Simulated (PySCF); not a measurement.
Gas-phase reaction: 3 CH₄ + 3 C₄H₆ (butadiene) ⇌ 5 C₃H₆ (propylene)

Computed with PySCF (xtb for GFN2) and rigid-rotor harmonic-oscillator thermochemistry at 1 bar. 'Table' is the NASA 1993 thermochemical table (part measured, part estimated). † marks an energy on the PBE0/def2-TZVP geometry and frequencies; other levels use their own. MP2 and CCSD(T) freeze the core. 6-31G* has spherical d functions here. All species are closed-shell singlets. MP2 isn't extrapolated to the basis-set limit. CCSD(T) isn't extrapolated to the basis-set limit.

| level | ΔH°(298 K), kJ |
|---|---|
| table | -7.7 |
| BLYP/def2-TZVP† | [?] |
| CCSD(T)/def2-SVP† | [?] |
| GFN2-xTB | -59.1 |
| HF/6-31G* | -17.9 |
| M06-2X/def2-TZVP† | [?] |
| MP2/def2-TZVPP† | -13.9 |
| PBE/def2-TZVP† | -4.8 |
| LDA/def2-TZVP† | [?] |

**Question.** Fill in the missing entries.

**Answer.** 
- BLYP/def2-TZVP†, ΔH°(298 K), kJ: 28.4
- CCSD(T)/def2-SVP†, ΔH°(298 K), kJ: -18.3
- M06-2X/def2-TZVP†, ΔH°(298 K), kJ: -22.6
- LDA/def2-TZVP†, ΔH°(298 K), kJ: -43.4
